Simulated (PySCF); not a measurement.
A search over the determinants of HCl

Unrestricted PBE0; H def2-TZVPPD, Cl def2-TZVPPD; no relativity (PySCF 2.14). Outer shells of the fragments: H 1s1; Cl 3s2 3p5.

Followed along the bond (rough minima from three points):

| 2Ms+1 | unpaired | ⟨S²⟩ at the start | R at minimum (Å) | Te (eV) |
| --- | --- | --- | --- | --- |
| 1 | none | 0.00 | 1.28 | 0.00 |
| 3 | σ ↑, π ↑ | 2.00 | none in the scan | ≤ 6.39 |

Solutions found at the starting distance of 1.290 Å, counted from the lowest of them; the search is not exhaustive and high or unbound solutions are not listed, so other states can lie among these:

```
2Ms+1  unpaired   term  E (eV)  ⟨S²⟩  ⟨Lz²⟩  μ (D)
    1      none    ¹Σ⁺    0.00  0.00   0.00  -1.13
    3  σ ↑, π ↑     ³Π    7.05  2.00   1.01   1.56
    3      σ ↑↑    ³Σ⁺    9.90  2.00   0.00   1.07
    3      π ↑↑  mixed    9.99  2.00   2.01  -0.44
```

A term symbol is given only where ⟨S²⟩ and ⟨Lz²⟩ are close to those of a pure state; real π, δ and φ orbitals otherwise mix terms. A positive dipole means H(−)Cl(+).

Counting both spins, an empty level lies below a filled one in some of these solutions, because spin and occupation are held.
